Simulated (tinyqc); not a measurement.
Worked calculation: CIS on RHF in the sto-6g basis, for OH-, spin multiplicity 1. The basis has no diffuse functions, so it cannot describe the extra electron: this is an exercise in the method, not the real anion. One step of it, computed by the program tinyqc.

Task: Iteration 1: building the Fock matrix. J_ij = sum D_kl (ij|kl), K_ij = sum D_kl (ik|jl); F = H + J - 0.5 K; E = tr D H + tr D J / 2 - 0.25 tr D K + E_nn.

D at the start, lower triangle:
```
            1O 1s      1O 2s    1O 2px    1O 2py    1O 2pz     2H 1s
1O 1s    2.381305
1O 2s   -0.544856   2.359542
1O 2px   0.000000   0.000000  1.455217
1O 2py   0.000000   0.000000  0.000000  1.455217
1O 2pz   0.010076  -0.055187  0.000000  0.000000  1.372555
2H 1s   -0.016050   0.070035  0.000000  0.000000  0.146447  1.106605
```

core Hamiltonian H = T + V (hartree), lower triangle:
```
             1O 1s      1O 2s     1O 2px     1O 2py     1O 2pz      2H 1s
1O 1s   -32.347465
1O 2s    -7.143542  -8.573304
1O 2px    0.000000   0.000000  -6.863641
1O 2py    0.000000   0.000000   0.000000  -6.863641
1O 2pz   -0.009315  -0.109851   0.000000   0.000000  -6.925367
2H 1s    -0.836047  -2.016903   0.000000   0.000000  -1.572433  -3.767497
```

Two-electron integrals (ij|kl) in chemists' order, unique and non-zero (hartree):
```
(11|11) 4.787491   (21|11) 0.675884   (21|21) 0.121505   (22|11) 1.117379
(22|21) 0.249212   (22|22) 0.817383   (31|31) 0.025762   (32|31) 0.039145
(32|32) 0.180664   (33|11) 1.117381   (33|21) 0.249212   (33|22) 0.817382
(33|33) 0.880663   (41|41) 0.025762   (42|41) 0.039145   (42|42) 0.180664
(43|43) 0.047461   (44|11) 1.117381   (44|21) 0.249212   (44|22) 0.817382
(44|33) 0.785741   (44|44) 0.880663   (51|51) 0.025762   (52|51) 0.039145
(52|52) 0.180664   (53|53) 0.047461   (54|54) 0.047461   (55|11) 1.117381
(55|21) 0.249212   (55|22) 0.817382   (55|33) 0.785741   (55|44) 0.785741
(55|55) 0.880663   (61|11) 0.083446   (61|21) 0.014395   (61|22) 0.028936
(61|33) 0.028876   (61|44) 0.028876   (61|51) 0.000706   (61|52) 0.001390
(61|55) 0.029057   (61|61) 0.001738   (62|11) 0.228586   (62|21) 0.051822
(62|22) 0.191522   (62|33) 0.188205   (62|44) 0.188205   (62|51) 0.004169
(62|52) 0.032348   (62|55) 0.198155   (62|61) 0.006190   (62|62) 0.059057
(63|31) 0.005406   (63|32) 0.031557   (63|53) 0.006488   (63|63) 0.007776
(64|41) 0.005406   (64|42) 0.031557   (64|54) 0.006488   (64|64) 0.007776
(65|11) 0.177550   (65|21) 0.040778   (65|22) 0.160561   (65|33) 0.153665
(65|44) 0.153665   (65|51) 0.008171   (65|52) 0.056309   (65|55) 0.174353
(65|61) 0.005063   (65|62) 0.060130   (65|65) 0.068153   (66|11) 0.411885
(66|21) 0.095078   (66|22) 0.403910   (66|33) 0.389467   (66|44) 0.389467
(66|51) 0.008635   (66|52) 0.094537   (66|55) 0.432795   (66|61) 0.011424
(66|62) 0.168212   (66|65) 0.194624   (66|66) 0.774999
```

nuclear repulsion = 3.33077709 hartree

Give: Coulomb J; exchange K; Fock matrix F; total energy of this density.

Result:

Coulomb J (hartree), lower triangle:
```
          1O 1s   1O 2s  1O 2px  1O 2py  1O 2pz   2H 1s
1O 1s   18.6233
1O 2s    3.2564  8.3386
1O 2px   0.0000  0.0000  8.3228
1O 2py   0.0000  0.0000  0.0000  8.3228
1O 2pz   0.0087  0.1064  0.0000  0.0000  8.3703
2H 1s    0.3900  1.9678  0.0000  0.0000  1.6813  4.4854
```

exchange K (hartree), lower triangle:
```
          1O 1s   1O 2s  1O 2px  1O 2py  1O 2pz   2H 1s
1O 1s   11.0625
1O 2s    1.6996  2.8202
1O 2px   0.0000  0.0000  1.8755
1O 2py   0.0000  0.0000  0.0000  1.8755
1O 2pz   0.0068  0.0644  0.0000  0.0000  1.9260
2H 1s    0.2300  0.8407  0.0000  0.0000  0.6188  1.1842
```

Fock matrix F (hartree), lower triangle:
```
           1O 1s    1O 2s  1O 2px  1O 2py   1O 2pz   2H 1s
1O 1s   -19.2554
1O 2s    -4.7369  -1.6448
1O 2px    0.0000   0.0000  0.5214
1O 2py    0.0000   0.0000  0.0000  0.5214
1O 2pz   -0.0040  -0.0356  0.0000  0.0000   0.4820
2H 1s    -0.5610  -0.4694  0.0000  0.0000  -0.2006  0.1258
```

total energy of this density = -79.761863 hartree

This density is the starting one; it is not idempotent, so its energy is not variational and may lie below the converged one.
